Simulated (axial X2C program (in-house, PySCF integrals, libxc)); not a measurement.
**A two-component session on OB: properties at the nuclei**

Wanted for OB: properties at the nuclei, at the two-component level.

Computed with an in-house X2C program for linear molecules on PySCF integrals. Level: two-component X2C with atomic mean-field terms, O dyall-av3z, B dyall-v3z.

All values are calculated.

### Step 1. The job

task.json

```json
{"zs": [8, 5], "q": 0, "bas": ["dyall-av3z", "dyall-v3z"], "r0": 1.35, "levels": ["PBE0", "HF", "BP86", "B3LYP", "LDA"], "nst": 3}
```

Keys: zs atomic numbers; q charge; bas basis sets; r0 starting distance in Å; levels methods (HF also brings MP2); nst determinants followed.

Launch:

```
python soeom.py task.json out
```

After this run come: Expectation values, lowest determinant.

What does the calculation give? Wanted: lowest determinant; Eeff magnitude; Ws magnitude O; A∥/gI O; qzz O.

As calculated:

| quantity | value |
| --- | --- |
| lowest determinant | Ω = 1/2 (excess of +ω over −ω: ω = 1/2) |
| Eeff magnitude (GV/cm), PBE0 | 0.0152 |
| Ws magnitude O (kHz), PBE0 | 0.00499 |
| A∥/gI O (MHz), PBE0 | 77 |
| qzz O (a.u.), PBE0 | -0.54 |

In words: In the first state, the effective field runs from 0.0138 to 0.0158 GV/cm over the mean-field levels. The expectation values come from single determinants, which for open shells can mix terms of unlike spin or miss the lowest Ω, so a determinant need not be a state. Eeff is the effective electric field on the electron dipole moment in this Ω state and Ws the scalar–pseudoscalar constant (defined with the proton number Z and per Ω); A∥ is the parallel hyperfine constant, which follows by multiplying with the nuclear g factor gI = μI/(I μN); qzz is the electric field gradient, eQq0 = 234.96 MHz × Q/barn × qzz; μ is positive if B is the positive end. The operators were transformed with the bare-nucleus X2C matrices.
